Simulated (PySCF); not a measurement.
**NaC: from constants to spectrum**

UHF-CCSD(T) constants of NaC, ⁴Σ⁻ (quartet), unpaired electrons σ ↑, π ↑↑ (Na aug-pcseg-1, C aug-pcseg-1; no relativity (PySCF 2.14); masses 22.9898 and 12.0000 u):

```
ωe              : 416.9 cm⁻¹
ωexe            : 2.89 cm⁻¹
Be              : 0.40855 cm⁻¹
αe              : 0.00444 cm⁻¹
D (centrifugal) : 1.57e-06 cm⁻¹
De to Na + C    : 1.86 eV
```

Problem. Give the vibrational terms G(v) and spacings up to v = 6.

Solution. G(v) = ωe(v+½) − ωexe(v+½)².

```tsv
v	G(v) (cm⁻¹)	G(v) − G(v−1)	Bv (cm⁻¹)
0	207.7		0.4063
1	618.8	411.1	0.4019
2	1024.2	405.3	0.3975
3	1423.7	399.6	0.3930
4	1817.5	393.8	0.3886
5	2205.5	388.0	0.3841
6	2587.7	382.2	0.3797
```

Problem. How well does the Morse estimate ωe²/(4ωexe) reproduce De, and what is D0?

Solution. It gives 1.86 eV, 100 % of the computed De. D0 = De − G(0) = 1.86 − 0.03 = 1.83 eV.

Correlated steps freeze 2 core orbitals. Correlated levels converge slowly with the basis: in double zeta they bind strong bonds too weakly, by up to about 1 eV, and carry superposition errors of some tenths. The state is the lowest determinant that a PBE0 search found; another state may lie lower at other levels.
